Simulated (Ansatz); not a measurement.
System: bcc Mo. Method: r²SCAN (Ansatz, a first-principles code, plane waves, PAW).

A relaxed, unreconstructed slab of the (211) face has 12 atoms, two equal faces of 12.160 Å² each and an energy of -59606.4131 eV. A bulk cell of 6 atoms with the same orientation and in-plane k mesh has -29805.5858 eV. Energies are extrapolated to zero smearing.

Run with plane-wave cutoff 500 eV, 12×20×1 k mesh (along the axes of the cell as run), Fermi–Dirac smearing 0.1 eV, scalar-relativistic PAW data made under PBE.

Worked out: γ = (E_slab − N E_bulk per atom)/2A = [-59606.4131 − 12 × (-29805.5858/6)]/(2 × 12.160) = 0.1957 eV/Å². With 16.022 J/m² per eV/Å² this is 3.13 J/m², or 2.38 eV per surface cell and face.
